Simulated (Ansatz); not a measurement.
**Energy profile**

The step: C₂H₄ (C=C) + CH₃ → C₂H₃ ([CH][CH2]) + CH₄; bonds formed: H1–C4; bonds broken: H1–C2 (atoms numbered as in the saddle structure below).

```
10
angstrom
H -0.4907 0.0325 0.1711
C 0.0690 -0.4641 -0.9718
C 1.3744 -0.3855 -1.0913
C -0.9694 0.5198 1.2800
H -0.6440 -0.8798 -1.6760
H 1.9932 0.0559 -0.3144
H 1.8969 -0.7573 -1.9715
H -0.8507 1.5973 1.1985
H -0.3694 0.0779 2.0715
H -2.0093 0.2034 1.3040
```

Electronic energies by CCSD(T) at an estimated basis limit (MP2 extrapolated from triple and quadruple zeta, plus CCSD(T) − MP2 in triple zeta), on PBE0-D4/def2-TZVP structures; C₃H₇, doublet; no counterpoise correction; spin–orbit coupling, which lowers free halogen atoms and radicals such as OH and SH, is left out. Ansatz 0.2.0; basis: def2-TZVPP and def2-QZVPP; cores frozen in the correlated methods; orbitals are unrestricted. Extrapolation: Hartree–Fock as exp(−7.88 √X), correlation as X^−2.97.

(1) Give the profile in kcal/mol, counted from the separated reactants. (Judge from chemistry; the value comes from the calculation.)

The T1 diagnostic stays at or below 0.042. ⟨S²⟩ of the unrestricted Hartree–Fock references: 0.76 to 0.96 (a pure state has 0.75). The unrestricted reference is spin-contaminated, which hurts MP2 most.

Answers

(1) Computed:
```
                                                                                                   point  kcal/mol
separated: C₂H₄ (linked as [CH2][CH2]; H1, C2, C3, H5, H6, H7; singlet) + CH₃ (C4, H8, H9, H10; doublet)      0.00
                                                                                         start structure     -0.96
                                                                                                  saddle     19.32
                                                                                           end structure      5.50
 separated: CH₄ (H1, C4, H8, H9, H10; singlet) + C₂H₃ (linked as [CH][CH2]; C2, C3, H5, H6, H7; doublet)      6.28
```

For scale, one of the runs: CCSD(T)/def2-TZVPP, 191 basis functions, launched by `ansatz run in.yaml --threads 4 --pin off --events-out ev --progress --plain --max-ram 9574MiB`. Time: 84 s of wall clock on 4 CPU threads of a Oxide Virtual Turin-like; the host was shared. Peak host memory: 5.6 GiB.
